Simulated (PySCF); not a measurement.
# A diatomic session: BN

One table from this session's results is given with a row withheld; the runs are named, their logs left out.

Program: PySCF 2.14.0. Level of theory: B def2-TZVPP, N def2-TZVPP, no relativity. These are calculated values, not measurements.

The first run:

Settings of the job:

```
atoms                         : B, N
charge                        : 0
basis                         : B def2-TZVPP, N def2-TZVPP
Hamiltonian                   : no relativity
basis functions               : 62
electrons treated             : 12
masses in u                   : 11.0093, 14.0031
levels                        : PBE0, PBE, r²SCAN, M06, MN15, B3LYP, BHandHLYP, ωB97M-V, HF, MP2, SCS-MP2, CCSD, CCSD(T)
grid                          : 80 radial by 434 angular points
occupations                   : held fixed by the projection of orbital angular momentum
dissociation limit            : B + N, each in its ground configuration
starting distance in angstrom : 1.470
values of 2S to try           : 0, 2, 4
```

Launch:

```console
$ OMP_NUM_THREADS=1 python dia.py task.json out
```

Steps of the session up to this table: Set-up; The PBE0 curve of the state that the search chose; Higher solutions at PBE0; PBE; r²SCAN (meta-GGA); M06 (hybrid meta-GGA); MN15; B3LYP; BHandHLYP (global hybrid GGA); ωB97M-V (range-separated hybrid); UHF; Adding correlation.

One table of the session follows, with a row left open; its other results are not shown here.

Energy (eV) from each level's lowest point:

| R (Å) | UHF | UHF-MP2 | UHF-SCS-MP2 | UHF-CCSD | UHF-CCSD(T) |
| --- | --- | --- | --- | --- | --- |
| 1.133 | 1.169 | 1.495 | 1.469 | n/a | n/a |
| 1.185 | 0.455 | 0.685 | 0.665 | 0.700 | 0.769 |
| 1.238 | 0.094 | 0.221 | 0.208 | 0.236 | 0.279 |
| 1.278 | 0.000 | 0.049 | 0.043 | 0.060 | 0.083 |
| 1.317 | 0.023 | 0.000 | 0.000 | 0.000 | 0.000 |
| 1.357 | ? | ? | ? | ? | ? |
| 1.409 | 0.389 | 0.326 | 0.346 | 0.178 | 0.126 |
| 1.475 | 0.796 | 0.984 | 1.006 | 0.485 | 0.401 |
| 1.554 | 1.323 | 1.851 | 1.844 | 0.959 | 0.829 |
| 1.659 | 2.018 | 2.844 | 2.784 | n/a | n/a |

Estimate the missing values for R (Å) = 1.357.

Worked estimate for «UHF». A straight line through the neighbours (1.317, 0.023) and (1.409, 0.389) gives 0.023 + (0.389 − 0.023) × (1.357 − 1.317) / (1.409 − 1.317) = 0.182; a parabola fitted to 4 rows on both sides gives 0.150.

As computed: UHF: 0.136; UHF-MP2: 0.059; UHF-SCS-MP2: 0.067; UHF-CCSD: 0.030; UHF-CCSD(T): 0.008. In «UHF» the line misses by +0.046 and the parabola by +0.014.
